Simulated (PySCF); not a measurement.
Atoms are numbered as in `[CH3:1][P:2]([CH3:3])(=[O:4])[OH:5]`. Each H is labelled by its parent atom.

GIAO PBE0/pcSseg-1 shifts (PySCF 2.14, gas phase, non-relativistic, equivalent atoms averaged), each against references optimised in the same way as the molecule (TMS, H3PO4, H2O).

On the GFN2-xTB geometry: C1/C3 21.1, P2 38.5, O4 161.3, O5 116.6, H(O5) 2.28, H(C1)/H(C3) 1.30 ppm.

What changes on the PBE0-D3(BJ)/def2-SVP geometry?

## Answers


```csv
atoms,δ (ppm),change
C1/C3,19.2,-1.9
P2,36.3,-2.2
O4,165.3,+4.0
O5,116.6,+0.0
H(O5),2.09,-0.19
H(C1)/H(C3),1.25,-0.05
```

Bonds between heavy atoms that differ most (equivalent bonds averaged): C1–P2 1.829 → 1.806 Å, P2–O4 1.468 → 1.489 Å, P2–O5 1.618 → 1.637 Å. Mean change of bonds to hydrogen: C–H +0.013 Å, O–H +0.008 Å.
